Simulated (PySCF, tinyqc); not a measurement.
Inside a calculation. Method: CCSD on RHF in the sto-3g basis, frozen core, for BH, spin multiplicity 1. The lowest restricted solution is unstable here: a spin-polarised one lies 0.0131 hartree lower (PySCF). Computed by tinyqc, a small Python program that keeps every step (integrals from PySCF). Settings: charge = 0, multiplicity = 1, basis = sto-3g, method = RHF, frozen orbitals = 1, energy threshold = 1e-10, iteration cap = 86, orthogonalisation = symmetric, start = atomic densities, DIIS depth = 6, amplitude equations = CCSD, DIIS depth for amplitudes = 0, cap on updates = 51. Command: `OMP_NUM_THREADS=1 python tinyqc.py 26716 26717 out.jsonl` (the two numbers bound the seeds that draw the settings). One thread of a shared host (Intel(R) Xeon(R) Processor @ 2.60GHz), about 0.3 s of CPU time with the checks. The early iterations of the SCF are left out here.

## One-electron integrals

Geometry (angstrom):
```
atom         x         y         z
B     0.000000  0.000000  0.000000
H     0.000000  0.000000  1.122000
```

Basis sto-3g: exponents (1/bohr^2) and contraction coefficients of normalised primitives:
```
element  l (shell)   exponent  coefficient
B            s (1)  48.791113     0.154329
B            s (1)   8.887362     0.535328
B            s (1)   2.405267     0.444635
B            s (2)   2.236956    -0.099967
B            s (2)   0.519821     0.399513
B            s (2)   0.169062     0.700115
B            p (3)   2.236956     0.155916
B            p (3)   0.519821     0.607684
B            p (3)   0.169062     0.391957
H            s (1)   3.425251     0.154329
H            s (1)   0.623914     0.535328
H            s (1)   0.168855     0.444635
```

Overlap, kinetic and nuclear-attraction integrals over the contracted functions; the nuclear repulsion is the sum of Za Zb / Rab.

nuclear repulsion = 2.35818721 hartree

overlap S, order 1B 1s, 1B 2s, 1B 2px, 1B 2py, 1B 2pz, 2H 1s:
```
[[1.000000, 0.269328, 0.000000, 0.000000, 0.000000, 0.077683],
 [0.269328, 1.000000, 0.000000, 0.000000, 0.000000, 0.511477],
 [0.000000, 0.000000, 1.000000, 0.000000, 0.000000, 0.000000],
 [0.000000, 0.000000, 0.000000, 1.000000, 0.000000, 0.000000],
 [0.000000, 0.000000, 0.000000, 0.000000, 1.000000, 0.510126],
 [0.077683, 0.511477, 0.000000, 0.000000, 0.510126, 1.000000]]
```

kinetic energy T (hartree), order 1B 1s, 1B 2s, 1B 2px, 1B 2py, 1B 2pz, 2H 1s:
```
[[10.826302, -0.047967, 0.000000, 0.000000, 0.000000, -0.012692],
 [-0.047967, 0.359168, 0.000000, 0.000000, 0.000000, 0.106352],
 [0.000000, 0.000000, 1.123881, 0.000000, 0.000000, 0.000000],
 [0.000000, 0.000000, 0.000000, 1.123881, 0.000000, 0.000000],
 [0.000000, 0.000000, 0.000000, 0.000000, 1.123881, 0.265551],
 [-0.012692, 0.106352, 0.000000, 0.000000, 0.265551, 0.760032]]
```

nuclear attraction V (hartree), order 1B 1s, 1B 2s, 1B 2px, 1B 2py, 1B 2pz, 2H 1s:
```
[[-23.619026, -3.266387, 0.000000, 0.000000, -0.020903, -0.956312],
 [-3.266387, -4.221623, 0.000000, 0.000000, -0.174572, -1.994777],
 [0.000000, 0.000000, -4.146904, 0.000000, 0.000000, 0.000000],
 [0.000000, 0.000000, 0.000000, -4.146904, 0.000000, 0.000000],
 [-0.020903, -0.174572, 0.000000, 0.000000, -4.280792, -1.926496],
 [-0.956312, -1.994777, 0.000000, 0.000000, -1.926496, -3.539983]]
```

core Hamiltonian H = T + V (hartree), order 1B 1s, 1B 2s, 1B 2px, 1B 2py, 1B 2pz, 2H 1s:
```
[[-12.792723, -3.314354, 0.000000, 0.000000, -0.020903, -0.969004],
 [-3.314354, -3.862455, 0.000000, 0.000000, -0.174572, -1.888426],
 [0.000000, 0.000000, -3.023024, 0.000000, 0.000000, 0.000000],
 [0.000000, 0.000000, 0.000000, -3.023024, 0.000000, 0.000000],
 [-0.020903, -0.174572, 0.000000, 0.000000, -3.156911, -1.660945],
 [-0.969004, -1.888426, 0.000000, 0.000000, -1.660945, -2.779951]]
```

## Two-electron integrals

Functions are numbered as in S; the eight-fold symmetry (ij|kl) = (ji|kl) = (kl|ij) leaves the list below.

Two-electron integrals (ij|kl) in chemists' order, unique and non-zero (hartree):
```
(11|11) 2.923513   (21|11) 0.518376   (21|21) 0.109262   (22|11) 0.744229
(22|21) 0.193177   (22|22) 0.544804   (31|31) 0.020264   (32|31) 0.029996
(32|32) 0.120346   (33|11) 0.742491   (33|21) 0.193240   (33|22) 0.544682
(33|33) 0.586773   (41|41) 0.020264   (42|41) 0.029996   (42|42) 0.120346
(43|43) 0.031630   (44|11) 0.742491   (44|21) 0.193240   (44|22) 0.544682
(44|33) 0.523513   (44|44) 0.586773   (51|51) 0.020264   (52|51) 0.029996
(52|52) 0.120346   (53|53) 0.031630   (54|54) 0.031630   (55|11) 0.742491
(55|21) 0.193240   (55|22) 0.544682   (55|33) 0.523513   (55|44) 0.523513
(55|55) 0.586773   (61|11) 0.149732   (61|21) 0.031412   (61|22) 0.055580
(61|33) 0.055306   (61|44) 0.055306   (61|51) 0.002326   (61|52) 0.004220
(61|55) 0.056160   (61|61) 0.009327   (62|11) 0.315570   (62|21) 0.082927
(62|22) 0.252047   (62|33) 0.245314   (62|44) 0.245314   (62|51) 0.009145
(62|52) 0.052374   (62|55) 0.265293   (62|61) 0.025365   (62|62) 0.152256
(63|31) 0.008900   (63|32) 0.039938   (63|53) 0.010181   (63|63) 0.018301
(64|41) 0.008900   (64|42) 0.039938   (64|54) 0.010181   (64|64) 0.018301
(65|11) 0.279020   (65|21) 0.074378   (65|22) 0.238606   (65|33) 0.225858
(65|44) 0.225858   (65|51) 0.016094   (65|52) 0.085840   (65|55) 0.263859
(65|61) 0.024040   (65|62) 0.169461   (65|65) 0.203062   (66|11) 0.461731
(66|21) 0.123655   (66|22) 0.420948   (66|33) 0.395716   (66|44) 0.395716
(66|51) 0.018024   (66|52) 0.131815   (66|55) 0.471008   (66|61) 0.038794
(66|62) 0.312096   (66|65) 0.379960   (66|66) 0.774606
```

## Orthogonalisation

S = U s U^T; symmetric (Loewdin) form X = U s^(-1/2) U^T, so that X^T S X = 1.

eigenvalues of S: [0.267911, 0.796065, 1.000000, 1.000000, 1.163706, 1.772318]

X, order 1B 1s, 1B 2s, 1B 2px, 1B 2py, 1B 2pz, 2H 1s:
```
[[1.030378, -0.156121, 0.000000, 0.000000, -0.014524, 0.028147],
 [-0.156121, 1.202448, 0.000000, 0.000000, 0.169410, -0.411247],
 [0.000000, 0.000000, 1.000000, 0.000000, 0.000000, 0.000000],
 [0.000000, 0.000000, 0.000000, 1.000000, 0.000000, 0.000000],
 [-0.014524, 0.169410, 0.000000, 0.000000, 1.165231, -0.402513],
 [0.028147, -0.411247, 0.000000, 0.000000, -0.402513, 1.332878]]
```

## Iteration 7 (converged): orbitals

converged F (hartree), order 1B 1s, 1B 2s, 1B 2px, 1B 2py, 1B 2pz, 2H 1s:
```
[[-7.330056, -2.144286, 0.000000, 0.000000, -0.024678, -0.636122],
 [-2.144286, -1.035914, 0.000000, 0.000000, -0.081121, -0.606771],
 [0.000000, 0.000000, 0.270036, 0.000000, 0.000000, 0.000000],
 [0.000000, 0.000000, 0.000000, 0.270036, 0.000000, 0.000000],
 [-0.024678, -0.081121, 0.000000, 0.000000, -0.163745, -0.436163],
 [-0.636122, -0.606771, 0.000000, 0.000000, -0.436163, -0.479256]]
```

Diagonalise F' = X^T F X, C = X C', fill 3 alpha and 3 beta electrons from the bottom; D = 2 C_occ C_occ^T. Each column has its largest component positive (the first on a tie).

F' = X^T F X (hartree):
```
[[-7.148797, -1.122062, 0.000000, 0.000000, -0.042334, -0.102789],
 [-1.122062, -0.409695, 0.000000, 0.000000, 0.174351, -0.454714],
 [0.000000, 0.000000, 0.270036, 0.000000, 0.000000, 0.000000],
 [0.000000, 0.000000, 0.000000, 0.270036, 0.000000, 0.000000],
 [-0.042334, 0.174351, 0.000000, 0.000000, 0.132561, -0.536497],
 [-0.102789, -0.454714, 0.000000, 0.000000, -0.536497, 0.049848]]
```

orbital energies (hartree): [-7.334929, -0.607041, -0.244388, 0.270036, 0.270036, 0.810274]

coefficients C, order 1B 1s, 1B 2s, 1B 2px, 1B 2py, 1B 2pz, 2H 1s:
```
[[0.992008, -0.203944, -0.205288, 0.000000, 0.000000, 0.138705],
 [0.030731, 0.532170, 0.809478, 0.000000, 0.000000, -0.853625],
 [0.000000, 0.000000, 0.000000, -0.186077, 0.982535, 0.000000],
 [0.000000, 0.000000, 0.000000, 0.982535, 0.186077, 0.000000],
 [0.007503, 0.236784, -0.584479, 0.000000, 0.000000, -1.072824],
 [-0.008118, 0.528306, -0.345859, 0.000000, 0.000000, 1.307557]]
```

D after iteration 7, order 1B 1s, 1B 2s, 1B 2px, 1B 2py, 1B 2pz, 2H 1s:
```
[[2.135634, -0.488447, 0.000000, 0.000000, 0.158279, -0.089594],
 [-0.488447, 1.878807, 0.000000, 0.000000, -0.693765, 0.001868],
 [0.000000, 0.000000, 0.000000, 0.000000, 0.000000, 0.000000],
 [0.000000, 0.000000, 0.000000, 0.000000, 0.000000, 0.000000],
 [0.158279, -0.693765, 0.000000, 0.000000, 0.795477, 0.654361],
 [-0.089594, 0.001868, 0.000000, 0.000000, 0.654361, 0.797582]]
```

Within a degenerate level the vectors are fixed only up to a rotation; this is one choice.

## Convergence

Stop when the energy changes by less than 1e-10 hartree and every element of the error matrix X^T (F D S - S D F) X is below 3e-06.

Course of the cycle:
```
iteration   E (hartree)     change  largest element of the error matrix
1          -24.78624329          -                             6.61e-01
2          -24.74211279   4.41e-02                             8.34e-02
3          -24.74773420  -5.62e-03                             1.37e-02
4          -24.74798186  -2.48e-04                             1.95e-03
5          -24.74798604  -4.17e-06                             2.68e-05
6          -24.74798604  -5.42e-10                             1.17e-06
7          -24.74798604  -1.12e-12                             5.70e-09
```

PySCF RHF in the same basis = -24.74798604 hartree

Converged in 7 iterations.

## Integrals over molecular orbitals

(pq|rs) = sum C_ip C_jq C_kr C_ls (ij|kl), one index at a time.

one-electron integrals over orbitals h = C^T H C (hartree):
```
[[-12.778801, 0.260177, 0.248603, 0.000000, 0.000000, -0.157958],
 [0.260177, -3.169997, -0.100378, 0.000000, 0.000000, 0.458245],
 [0.248603, -0.100378, -2.971018, 0.000000, 0.000000, -0.177141],
 [0.000000, 0.000000, 0.000000, -3.023024, 0.000000, 0.000000],
 [0.000000, 0.000000, 0.000000, 0.000000, -3.023024, 0.000000],
 [-0.157958, 0.458245, -0.177141, 0.000000, 0.000000, -2.451642]]
```

Two-electron integrals over orbitals (pq|rs), unique and non-zero (hartree); the lowest 1 orbital is frozen and left out:
```
(22|22) 0.610235    (32|22) -0.074427   (32|32) 0.055227    (33|22) 0.413472
(33|32) 0.046850    (33|33) 0.582193    (42|42) 0.058382    (43|42) 0.042154
(43|43) 0.065753    (44|22) 0.465521    (44|32) 0.037378    (44|33) 0.511955
(44|44) 0.586773    (52|52) 0.058382    (53|52) 0.042154    (53|53) 0.065753
(54|54) 0.031630    (55|22) 0.465521    (55|32) 0.037378    (55|33) 0.511955
(55|44) 0.523513    (55|55) 0.586773    (62|22) 0.013855    (62|32) -0.050975
(62|33) -0.039988   (62|44) -0.088873   (62|55) -0.088873   (62|62) 0.122680
(63|22) -0.057035   (63|32) 0.046362    (63|33) 0.077811    (63|44) 0.033129
(63|55) 0.033129    (63|62) -0.050133   (63|63) 0.068438    (64|42) -0.037759
(64|43) -0.016309   (64|64) 0.034182    (65|52) -0.037759   (65|53) -0.016309
(65|65) 0.034182    (66|22) 0.596588    (66|32) -0.061618   (66|33) 0.458817
(66|44) 0.483301    (66|55) 0.483301    (66|62) 0.022920    (66|63) -0.041986
(66|66) 0.626170
```

## CCSD: starting amplitudes

t_ij^ab = <ij||ab> / (e_i + e_j - e_a - e_b), whose energy is MP2.

Starting amplitudes (spin orbitals 1a, 1b, ...; amplitudes related by a flip of all spins are not repeated):
```
from      to          t
3a 3b  5a 5b  -0.063910
3a 3b  4a 4b  -0.063910
2a 2b  6a 6b  -0.043279
2a 2b  5a 5b  -0.033282
2a 2b  4a 4b  -0.033282
3a 3b  6a 6b  -0.032445
2a 3b  5a 5b  -0.030294
2a 3b  4a 4b  -0.030294
2a 3b  6a 6b   0.020281
```

correlation energy = -0.02696227 hartree

## CCSD: amplitude update 1

t_i^a D_i^a and t_ij^ab D_ij^ab are set to the remaining terms of the spin-orbital equations, evaluated with the old amplitudes; for the doubles these are <ij||ab> + 1/2 <ab||ef> t_ij^ef + 1/2 <mn||ij> t_mn^ab + P(ij)P(ab) <mb||ej> t_im^ae + terms in t^2 + terms with t1, D the orbital-energy denominators.

Amplitudes after update 1 (spin orbitals 1a, 1b, ...; amplitudes related by a flip of all spins are not repeated):
```
from      to          t
3a 3b  5a 5b  -0.103733
3a 3b  4a 4b  -0.103733
2a 2b  6a 6b  -0.055460
2a 3b  5a 5b  -0.048412
2a 3b  4a 4b  -0.048412
2a 2b  5a 5b  -0.043704
2a 2b  4a 4b  -0.043704
3a 3b  6a 6b  -0.038951
2a 3b  6a 6b   0.029389
3a        6a  -0.006058
2a        6a  -0.004200
```

correlation energy = -0.03932176 hartree

## CCSD: convergence

E_corr = 1/4 sum <ij||ab> t_ij^ab + 1/2 sum <ij||ab> t_i^a t_j^b; stop when the norm of the change is below 1e-8.

Course of the amplitude iterations:
```
update  correlation energy (hartree)  norm of the change
0                        -0.02696227                   -
1                        -0.03932176            1.43e-01
2                        -0.04562646            8.32e-02
3                        -0.04902668            4.96e-02
4                        -0.05091520            2.98e-02
5                        -0.05198405            1.82e-02
6                        -0.05259791            1.12e-02
7                        -0.05295500            7.01e-03
8                        -0.05316523            4.42e-03
9                        -0.05329041            2.81e-03
10                       -0.05336577            1.80e-03
11                       -0.05341160            1.16e-03
12                       -0.05343974            7.50e-04
13                       -0.05345717            4.86e-04
...                              ...                 ...
26                       -0.05348684            1.89e-06
27                       -0.05348688            1.24e-06
28                       -0.05348690            8.09e-07
29                       -0.05348692            5.29e-07
30                       -0.05348693            3.46e-07
31                       -0.05348693            2.26e-07
32                       -0.05348694            1.48e-07
33                       -0.05348694            9.68e-08
34                       -0.05348694            6.33e-08
35                       -0.05348694            4.14e-08
36                       -0.05348694            2.71e-08
37                       -0.05348694            1.77e-08
38                       -0.05348694            1.16e-08
39                       -0.05348694            7.58e-09
```

Converged amplitudes (spin orbitals 1a, 1b, ...; amplitudes related by a flip of all spins are not repeated):
```
from      to          t
3a 3b  5a 5b  -0.171159
3a 3b  4a 4b  -0.171159
2a 3b  5a 5b  -0.067910
2a 3b  4a 4b  -0.067910
2a 2b  6a 6b  -0.059194
2a 2b  5a 5b  -0.049526
2a 2b  4a 4b  -0.049526
3a 3b  6a 6b  -0.041730
2a 3b  6a 6b   0.036321
3a        6a  -0.017320
2a        6a  -0.009338
```

CCSD total energy = -24.80147298 hartree

T1 diagnostic, norm of the one-spin t1 over sqrt(correlated electrons) = 0.009838

Converged in 39 updates.
